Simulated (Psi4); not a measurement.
# BHLYP/aug-cc-pVDZ run of CH4OSi (SMILES CO[SiH])

Aim: the energy change on altering one bond length of CH4OSi at BHLYP/aug-cc-pVDZ, from 2 runs. 

The results are computed with Psi4 1.11.

2 further runs of the same task are left out: 2 set aside as unsound or not needed.

### Step 1. The molecule

CH4OSi has 7 atoms, charge 0, and is taken as a singlet. SMILES: `CO[SiH]`. The shape is that of a PBE0-D4/def2-TZVP optimisation. This is one conformer, not always the lowest.

Bond lengths: C1–O2 1.410 Å, O2–Si3 1.639 Å, C1–H4 1.092 Å, C1–H5 1.095 Å, C1–H6 1.092 Å, Si3–H7 1.552 Å. Angles: C1–O2–Si3 130.6°, O2–C1–H4 109.2°, O2–C1–H5 110.9°, O2–C1–H6 109.2°, O2–Si3–H7 97.1°, H4–C1–H5 109.5°, H4–C1–H6 108.5°, H5–C1–H6 109.5°.

### Step 2. Energy and gradient at BHLYP/aug-cc-pVDZ

Input file ch4osi.xyz:

```xyz
7
CH4OSi
C     -0.512400     0.485500    -0.338500
O     -0.443200    -0.446500     0.717600
Si     0.796900    -1.387300     1.229900
H     -1.296400     0.180800    -1.035500
H      0.443800     0.547500    -0.868700
H     -0.769300     1.467500     0.065400
H      1.841700    -0.915600     0.184100
```

Input file ch4osi_ase.py:

```python
import numpy as np
from ase.calculators.psi4 import Psi4
from ase.io import read

atoms = read('ch4osi.xyz')
calc = Psi4(atoms=atoms, method='bhhlyp', basis='aug-cc-pVDZ', memory='1600MB', num_threads=1, charge=0, multiplicity=1, label='psi4-calc')
calc.psi4.set_options({'puream': True, 'e_convergence': 1e-09, 'd_convergence': 1e-08, 'scf_type': 'pk', 'dft_radial_points': 99, 'dft_spherical_points': 590})
atoms.calc = calc

forces = atoms.get_forces()
print(f'energy: {atoms.get_potential_energy():.6f} eV')
print('forces / eV A^-1')
print(np.round(forces, 5))
```

Launch:

```bash
$ python ch4osi_ase.py
```

psi4-calc.dat:

```text
[...]
  Running in c1 symmetry.
[...]
  Nuclear repulsion =  101.069904478392957
[...]
  Multiplicity = 1
[...]
  Nalpha       = 16
  Nbeta        = 16
[...]
    Number of basis functions: 109
[...]
   @RKS iter   1:  -404.97459236784783   -5.29979e-01   5.53634e-03 ADIIS/DIIS
[...]
   @RKS iter  11:  -405.14655094562431   -1.76215e-12   2.46812e-09 DIIS
[...]
    Orbital Energies [Eh]
    ---------------------
    Doubly Occupied:
       1A    -67.189218     2A    -19.714384     3A    -10.649545
       4A     -5.637535     5A     -3.901763     6A     -3.899473
       7A     -3.895228     8A     -1.169048     9A     -0.802450
      10A     -0.613119    11A     -0.539215    12A     -0.536359
      13A     -0.469937    14A     -0.388076    15A     -0.386668
      16A     -0.277109
[...]
  @RKS Final Energy:  -405.14655094562431
   => Energetics <=
    Nuclear Repulsion Energy =            101.0699044783929565
    One-Electron Energy =                -758.8328660607992333
    Two-Electron Energy =                 271.3820858110729546
    DFT Exchange-Correlation Energy =     -18.7656751742909442
    Empirical Dispersion Energy =           0.0000000000000000
    VV10 Nonlocal Energy =                  0.0000000000000000
    Total Energy =                       -405.1465509456243126
[...]
 Multipole Moments:
 ------------------------------------------------------------------------------------
     Multipole            Electronic (a.u.)      Nuclear  (a.u.)        Total (a.u.)
 ------------------------------------------------------------------------------------
 L = 1.  Multiply by 2.5417464519 to convert [e a0] to [Debye]
 Dipole X            :          0.3844860           -0.3626770            0.0218089
 Dipole Y            :         -3.2007670            3.6121422            0.4113751
 Dipole Z            :          3.5574977           -4.0483827           -0.4908850
 Magnitude           :                                                    0.6408379
[...]
  -Total Gradient:
     Atom            X                  Y                   Z
    ------   -----------------  -----------------  -----------------
       1       -0.000114740866    -0.001263957282     0.001467523107
       2        0.014751772802    -0.011214997616     0.006130530231
       3       -0.015501772130     0.010673166937    -0.005138586692
       4       -0.000857367024    -0.000112441320    -0.000831890689
       5        0.001615161737     0.000097638566    -0.000893302341
       6       -0.000352076492     0.001154793893     0.000250702524
       7        0.000464268053     0.000666762190    -0.000988572857
[...]
```

Standard output:

```text
energy: -11024.599194 eV
forces / eV A^-1
[[ 0.0059   0.065   -0.07546]
 [-0.75857  0.5767  -0.31524]
 [ 0.79713 -0.54884  0.26424]
 [ 0.04409  0.00578  0.04278]
 [-0.08305 -0.00502  0.04594]
 [ 0.0181  -0.05938 -0.01289]
 [-0.02387 -0.03429  0.05083]]
```

Wall time 28 s (1 thread of Intel Xeon 6975P-C (Granite Rapids), shared host); peak memory 0.68 GiB.

### Step 3. The distorted shape at the same level

Input file ch4osi.json:

```json
{
  "schema_name": "qcschema_input",
  "schema_version": 1,
  "molecule": {
    "schema_name": "qcschema_molecule",
    "schema_version": 2,
    "symbols": ["C", "O", "Si", "H", "H", "H", "H"],
    "geometry": [-1.87182097, 0.85887674, -0.13867944, -1.74105192, -0.902348, 1.85706032, 0.60239745, -2.68020234, 2.82516701, -3.35336625, 0.28307719, -1.45581855, 0.83866045, 1.03462505, -1.64160508, -2.35729161, 2.7145878, 0.62458094, 2.5767833, -1.78881853, 0.84889143],
    "molecular_charge": 0,
    "molecular_multiplicity": 1,
    "fix_symmetry": "c1",
    "fix_com": true,
    "fix_orientation": true
  },
  "driver": "gradient",
  "model": {
    "method": "bhhlyp",
    "basis": "aug-cc-pVDZ"
  },
  "keywords": {
    "reference": "rks",
    "puream": true,
    "e_convergence": 1e-09,
    "d_convergence": 1e-08,
    "scf_type": "pk",
    "dft_radial_points": 99,
    "dft_spherical_points": 590,
    "scf_properties": ["LOWDIN_CHARGES", "WIBERG_LOWDIN_INDICES", "MAYER_INDICES"]
  }
}
```

Launch:

```bash
$ psi4 --qcschema ch4osi.json -n 1 --memory 1600MB
```

stdout:

```text
[...]
  Running in c1 symmetry.
[...]
  Nuclear repulsion =   99.458630638749966
[...]
  Multiplicity = 1
[...]
  Nalpha       = 16
  Nbeta        = 16
[...]
    Number of basis functions: 109
[...]
   @RKS iter   1:  -404.87568493491926   -5.98988e-01   5.64780e-03 DIIS/ADIIS
[...]
   @RKS iter  11:  -405.06918252515635   -5.45697e-12   5.64332e-09 DIIS
[...]
    Orbital Energies [Eh]
    ---------------------
    Doubly Occupied:
       1A    -67.193562     2A    -19.729090     3A    -10.691555
       4A     -5.641929     5A     -3.906161     6A     -3.903964
       7A     -3.899464     8A     -1.179218     9A     -0.790999
      10A     -0.599960    11A     -0.545855    12A     -0.536547
      13A     -0.441269    14A     -0.396464    15A     -0.354407
      16A     -0.278736
[...]
  @RKS Final Energy:  -405.06918252515635
   => Energetics <=
    Nuclear Repulsion Energy =             99.4586306387499661
    One-Electron Energy =                -755.4660306058876813
    Two-Electron Energy =                 269.6317325004484928
    DFT Exchange-Correlation Energy =     -18.6935150584671099
    Empirical Dispersion Energy =           0.0000000000000000
    VV10 Nonlocal Energy =                  0.0000000000000000
    Total Energy =                       -405.0691825251563500
[...]
 Multipole Moments:
 ------------------------------------------------------------------------------------
     Multipole            Electronic (a.u.)      Nuclear  (a.u.)        Total (a.u.)
 ------------------------------------------------------------------------------------
 L = 1.  Multiply by 2.5417464519 to convert [e a0] to [Debye]
 Dipole X            :         18.9186594          -19.0209910           -0.1023316
 Dipole Y            :         37.6593587          -37.3448848            0.3144739
 Dipole Z            :        -52.2705553           51.9527928           -0.3177625
 Magnitude           :                                                    0.4586269
[...]
  -Total Gradient:
     Atom            X                  Y                   Z
    ------   -----------------  -----------------  -----------------
       1       -0.053961709146     0.003666993572     0.021499014111
       2        0.008985838264    -0.025332756262     0.025385032215
       3       -0.018841747865     0.014068245467    -0.007533472273
       4       -0.009038865099     0.001498574108     0.004279114669
       5        0.080759677471     0.005069179301    -0.044600651447
       6       -0.009668968847    -0.000003858509     0.002992010768
       7        0.001769583100     0.001037509715    -0.002027388971
[...]
```

The result, in JSON:

```text
{
 "driver": "gradient",
 "model": {
  "method": "bhhlyp",
  "basis": "aug-cc-pVDZ"
 },
 "success": true,
 "return_result": [-0.053961709146382826, 0.003666993571968001, 0.021499014111257347, 0.008985838264067736, -0.02533275626211247, 0.025385032215475833, -0.018841747865366902, 0.014068245466596407, -0.007533472272733113, -0.009038865099319449, 0.0014985741082977622, 0.004279114669350707, 0.08075967747069815, 0.005069179301023128, -0.044600651447498654, -0.009668968846730776, -3.8585085133380215e-06, 0.0029920107677145896, 0.0017695830997433992, 0.0010375097154943832, -0.002027388971099088],
 "properties": {
  "calcinfo_nbasis": 109,
  "calcinfo_nmo": 109,
  "calcinfo_nalpha": 16,
  "calcinfo_nbeta": 16,
  "calcinfo_natom": 7,
  "nuclear_repulsion_energy": 99.45863063874997,
  "return_energy": -405.06918252515635,
  "return_gradient": [-0.053961709146382826, 0.003666993571968001, 0.021499014111257347, 0.008985838264067736, -0.02533275626211247, 0.025385032215475833, -0.018841747865366902, 0.014068245466596407, -0.007533472272733113, -0.009038865099319449, 0.0014985741082977622, 0.004279114669350707, 0.08075967747069815, 0.005069179301023128, -0.044600651447498654, -0.009668968846730776, -3.8585085133380215e-06, 0.0029920107677145896, 0.0017695830997433992, 0.0010375097154943832, -0.002027388971099088],
  "scf_one_electron_energy": -755.4660306058877,
  "scf_two_electron_energy": 269.6317325004485,
  "scf_xc_energy": -18.69351505846711,
  "scf_dipole_moment": [-0.10233163874841722, 0.3144739373580663, -0.3177625230230703],
  "scf_total_energy": -405.06918252515635,
  "scf_total_gradient": [-0.053961709146382826, 0.003666993571968001, 0.021499014111257347, 0.008985838264067736, -0.02533275626211247, 0.025385032215475833, -0.018841747865366902, 0.014068245466596407, -0.007533472272733113, -0.009038865099319449, 0.0014985741082977622, 0.004279114669350707, 0.08075967747069815, 0.005069179301023128, -0.044600651447498654, -0.009668968846730776, -3.8585085133380215e-06, 0.0029920107677145896, 0.0017695830997433992, 0.0010375097154943832, -0.002027388971099088],
  "scf_iterations": 11
 }
}
```

It took 27 s on 1 thread of Intel Xeon 6975P-C (Granite Rapids), shared host; peak memory 0.65 GiB.

### Step 4. Results

At BHLYP/aug-cc-pVDZ:

| quantity | value |
| --- | --- |
| first shape: total energy | -405.14655 Eh |
| first shape: dipole moment | 1.63 D |
| first shape: HOMO energy | -7.54 eV |
| first shape: LUMO energy | -1.17 eV |
| first shape: HOMO–LUMO gap | 6.37 eV |
| first shape: largest force on an atom | 1.004 eV/Å |
| distorted shape: total energy | -405.06918 Eh |
| distorted shape: dipole moment | 1.17 D |
| distorted shape: HOMO energy | -7.58 eV |
| distorted shape: LUMO energy | -1.25 eV |
| distorted shape: HOMO–LUMO gap | 6.33 eV |
| distorted shape: largest force on an atom | 4.751 eV/Å |
| energy change with the C1–H5 bond stretched from 1.095 to 1.643 Å | 2.105 eV |

What this shows: With the C1–H5 bond stretched from 1.095 to 1.643 Å the energy rises by 2.11 eV (49 kcal/mol). The first shape isn't relaxed at this level, so the change isn't measured from a minimum. The largest force (first shape) is 1.00 eV/Å: the shape isn't a stationary point for this species at this level.
